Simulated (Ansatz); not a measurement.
`F[BH][AlH2]` + `[OH][AlH2]` → `[AlH2][O][AlH2]` + `BF` at 298.15 K and 1 bar (cleavage of the Al–B bond).

Program: Ansatz. Geometries: PBE0-D4/def2-TZVP. ΔE: electronic, gas phase. CBS: MP2 limit from def2 TZ/QZ plus the TZ coupled-cluster correction, frozen cores. This one scheme is used for every species.

| species | CCSD(T)/CBS energy (Eh) | H − E (kJ/mol) | S (J/(mol·K)) |
| --- | --- | --- | --- |
| `F[BH][AlH2]` | -368.40257 | 87.5 | 294.1 |
| `[OH][AlH2]` | -319.03157 | 82.3 | 252.8 |
| `[AlH2][O][AlH2]` | -561.69291 | 100.1 | 307.5 |
| `BF` | -125.82039 | 69.3 | 222.5 |

H − E and S are ideal-gas, rigid-rotor, harmonic terms from PBE0-D4/def2-TZVP. 1 Eh = 2625.50 kJ/mol, R = 8.31446 J/(mol·K).

**Question.** By hand: ΔE, ΔH, ΔS and ΔG.

**Answer.** ΔE = (-561.69291) + (-125.82039) − (-368.40257) − (-319.03157) = -0.07916 Eh = -207.8 kJ/mol. Δ(H − E) = 100.1 + 69.3 − 87.5 − 82.3 = -0.4, so ΔH = -208.2 kJ/mol. ΔS = 307.5 + 222.5 − 294.1 − 252.8 = -16.9 J/(mol·K). ΔG = -208.2 − 298.15 × (-16.9)/1000 = -203.2 kJ/mol.

**Question.** By hand: the equilibrium constant, and the temperature at which ΔG would vanish if ΔH and ΔS stayed fixed.

**Answer.** log₁₀ K = −ΔG/(RT ln 10) = 35.6. ΔG = 0 at ΔH/ΔS = 12320 K, far beyond where these terms or the molecules hold.

ΔH outweighs TΔS. A doubt of 5 kJ/mol in ΔE shifts log₁₀ K by 0.9 here. These are equilibria of isolated gas molecules and say nothing of rates. Largest T1 diagnostic: 0.014 (customary marks: 0.02 for closed shells, 0.045 for open ones).
